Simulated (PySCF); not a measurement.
NMR data simulated for an unnamed compound:

$^{1}$H NMR (500 MHz, computed): δ 6.98 (m, 1H), 6.30 (m, 1H), 6.21 (m, 1H), 3.92 (s, 3H).

$^{13}$C{$^{1}$H} NMR (computed): δ 173.2 (C), 140.6 (CH2), 136.2 (CH), 53.7 (CH3).

[PySCF 2.14.0 with density-fitted response routines: B3LYP/pcJ-1 coupling constants (without the spin–dipole term); geometry: GFN2-xTB; GIAO PBE0/pcSseg-1 shieldings; averaged over atoms made equivalent by symmetry, fast rotation or ring inversion; a single conformation; gas phase; relativity neglected]

References, each an isolated molecule treated in the same way: $^{1}$H (31.72 ppm) and $^{13}$C (186.93 ppm) vs TMS.

**Question.** Which of these does the molecule contain: a ketone, an ester, a heteroaromatic ring, a vinyl group CH=CH2, a nitrile, a non-aromatic C=C double bond?

**Answer.** 
- A ketone: no.
- An ester: yes (δC 173.2).
- A heteroaromatic ring: no.
- A vinyl group CH=CH2: yes (δC 140.6, 136.2; δH 6.98 (m), 6.21 (m), 6.30 (m)).
- A nitrile: no.
- A non-aromatic C=C double bond: yes.

The data belong to `C=CC(=O)OC`, C$_{4}$H$_{6}$O$_{2}$; they needn't prove each group on their own.

Carbon signals by region: 1 in the far downfield region (above 160 ppm), 2 in the sp2 and nitrile region (100–160 ppm), 1 at 50–100 ppm. Above 160 ppm: 173.2, ester carbonyl carbon.

Multiplet labels drop couplings under 1 Hz and merge nearly equal ones. Unscaled 3J(H,H) at this level run about 10 % above measured values. Shifts are as computed. Against solution values, carbons near 30 ppm lie about +3 ppm off and those near 130 ppm about +5 ppm. Of 1211 compounds with measured shifts, 218 miss one by over three times the rms of a fit or turn the order of signals round; such compounds aren't used in these exercises.
